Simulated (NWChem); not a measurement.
# Total energies of hydrogen isocyanide (CHN)

SMILES: [C-]#[NH+]
```xyz
3

C      0.0000     0.0000     0.7490
N      0.0000     0.0000    -0.4352
H      0.0000     0.0000    -1.4477
```
Charge 0, spin multiplicity 1.

Everything below was run with NWChem. The geometry was optimised at PBE/def2-SVP, a minimum by its harmonic frequencies.

Basis set: STO-3G (11 functions).

```csv
method,total energy (Ha)
RHF,-91.64392
MP2,-91.77511
B2PLYP,-92.03928
PBE,-92.05559
B3LYP,-92.16463
BP86,-92.16871
CCSD(T),-91.79181
```

Total energies of different functionals aren't comparable as a measure of quality: only differences taken within one method are. 

The correlated methods keep 2 core orbitals frozen. B3LYP has NWChem's definition, with VWN1-RPA local correlation. Coupled-cluster values serve here as a point of comparison, not as the truth.
